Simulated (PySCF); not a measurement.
**Energy of H- (hydrogen, charge -1) between two integer charges**

The 1s beta orbital of 1s2 is emptied in steps (occupation f), with all orbitals relaxed, ending at 1s1. Computed with PySCF 2.14 in aug-cc-pVTZ (4s3p2d, 23 functions), with the non-relativistic Hamiltonian (point nucleus). The exact energy is a straight line in f; departures are measured from the line between the end points of the same method.

```json
{"f": "1", "LDA (eV)": "0.000", "r2SCAN (eV)": "0.000"}
{"f": "0.8", "LDA (eV)": "-0.428", "r2SCAN (eV)": "-0.390"}
{"f": "0.6", "LDA (eV)": "-0.664", "r2SCAN (eV)": "-0.604"}
{"f": "0.4", "LDA (eV)": "-0.681", "r2SCAN (eV)": "-0.615"}
{"f": "0.2", "LDA (eV)": "-0.455", "r2SCAN (eV)": "-0.421"}
{"f": "0", "LDA (eV)": "0.000", "r2SCAN (eV)": "0.000"}
```

Question: For LDA, how does the orbital energy at f = 1 compare with the removal energy?

Answer: −ε = -1.643 eV against a total-energy difference of 0.922 eV. By Janak's theorem ε = ∂E/∂f, so the gap between them reflects the curvature. Along the path −ε is -0.764 (f = 0.8), 0.265 (f = 0.6), 1.433 (f = 0.4), 2.672 (f = 0.2) eV.

```csv
method,E(f=0) − E(f=1) (eV),−ε at f=1 (eV),−ε at f=0.4 (eV)
LDA,0.922,-1.643,1.433
r2SCAN,0.711,-1.589,1.173
```

At f = 1 the orbital energy is positive for LDA, r2SCAN: only the finite basis holds the electron.

Reference removal energy between the ground levels: 0.754 eV (measured; photodetachment measurements, as compiled on the Wikipedia data page of electron affinities).
